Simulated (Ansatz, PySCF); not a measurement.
Reaction (SMILES): C=CC[SiH3] [prop-2-enylsilane] + 2 C (CH4) → C=C (C2H4) + CC (C2H6) + C[SiH3] (CH6Si) [methylsilane]

Property: bond separation energy (enthalpy at 298 K), in kcal/mol. Conventions: non-relativistic; valence correlation only; no dispersion term unless named; spin-orbit terms left out; 6-311+G** with 5d, 6d on Na to Ar in Ansatz (a quantum-chemistry and plane-wave program); six Cartesian d functions in 6-31G* and its kin unless marked 5d. CBS(X,Y): correlation extrapolated as X^-3; Hartree-Fock from the larger set. [CCSD(T)-MP2]/basis is that difference in the basis named. First-principles rows: single points at B3LYP-D3(BJ) geometries (Ansatz), with unscaled harmonic terms from B3LYP/6-31G* (Ansatz) at its own minima.

Coupled cluster (Ansatz) is a level with limits of its own, used here on species with T1 under 0.025 (0.045 for open shells) and stable references: RI-MP2/CBS(cc-pV(T+d)Z,cc-pV(Q+d)Z)+[CCSD(T)-MP2]/cc-pV(T+d)Z.

Value to compare with, RI-MP2/CBS(cc-pV(T+d)Z,cc-pV(Q+d)Z)+[CCSD(T)-MP2]/cc-pV(T+d)Z (Ansatz): 5.8 kcal/mol.

```json
[
 {"level": "PBE/STO-3G", "program": "Ansatz", "bond separation energy (enthalpy at 298 K) (kcal/mol)": "6.2", "difference": "0.4"},
 {"level": "BP86/def2-SVP", "program": "PySCF", "bond separation energy (enthalpy at 298 K) (kcal/mol)": "5.6", "difference": "-0.2"},
 {"level": "B3LYP/def2-SVP", "program": "Ansatz", "bond separation energy (enthalpy at 298 K) (kcal/mol)": "4.8", "difference": "-1.0"},
 {"level": "MP2/STO-3G", "program": "Ansatz", "bond separation energy (enthalpy at 298 K) (kcal/mol)": "5.5", "difference": "-0.3"},
 {"level": "MP2/6-31G*", "program": "Ansatz", "bond separation energy (enthalpy at 298 K) (kcal/mol)": "7.1", "difference": "1.3"},
 {"level": "MP2/6-311+G**", "program": "Ansatz", "bond separation energy (enthalpy at 298 K) (kcal/mol)": "7.0", "difference": "1.2"},
 {"level": "PBE/def2-TZVPD", "program": "Ansatz", "bond separation energy (enthalpy at 298 K) (kcal/mol)": "6.0", "difference": "0.2"},
 {"level": "r2SCAN-D4/def2-TZVPD", "program": "Ansatz + dftd4", "bond separation energy (enthalpy at 298 K) (kcal/mol)": "6.8", "difference": "1.0"}
]
```

3 of the 6 habitual levels lie above RI-MP2/CBS(cc-pV(T+d)Z,cc-pV(Q+d)Z)+[CCSD(T)-MP2]/cc-pV(T+d)Z (Ansatz); their mean absolute difference is 0.7 kcal/mol, the median 0.7.

The levels are drawn from those run, B3LYP/6-31G* more often than the rest, none by its result; left out are runs that failed, that the program found above a lower state of the same kind, or whose <S^2> lies over 0.5 above the pure value.
